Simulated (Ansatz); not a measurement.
Compare A (`CC1CC1=N`) with its isomer B (`C=NC(=C)C`).

Program: Ansatz. Geometries: PBE0-D4/def2-TZVP. ΔE: electronic, gas phase. CCSD(T)/CBS adds triple-zeta CCSD(T) − MP2 to the extrapolated MP2 energy (def2 sets, frozen cores). DFT in def2-TZVPP. B3LYP here is the variant with VWN-RPA as its local correlation; programs differ in this. One conformer a species, not always the lowest.

(1) Which isomer does CCSD(T)/CBS put lower? Give the gap. (Estimate.)

(2) Give E(B) − E(A) in kcal/mol with ωB97M-V, MP2/def2-TZVPP, HF/def2-TZVPP, PBE-D4, CCSD/def2-TZVPP, B3LYP, PBE0-D4. (An estimate is asked.)

Largest T1 diagnostic: 0.012.

## Answers

(1) Ansatz gave: B, by 14.2 kcal/mol.

(2) Ansatz gave: ωB97M-V -12.0, MP2/def2-TZVPP -12.4, HF/def2-TZVPP -16.4, PBE-D4 -10.7, CCSD/def2-TZVPP -13.5, B3LYP -14.7, PBE0-D4 -9.6. None reverses the order clearly.

From PBE to PBE0 (25 % exact exchange), in def2-TZVPP and without D4, E(B) − E(A) moves by +1.1 kcal/mol. In def2-TZVPP, CCSD(T) changes the Hartree–Fock value by +2.3 kcal/mol (the triples alone add −0.5 kcal/mol) and MP2 by +4.0 kcal/mol.
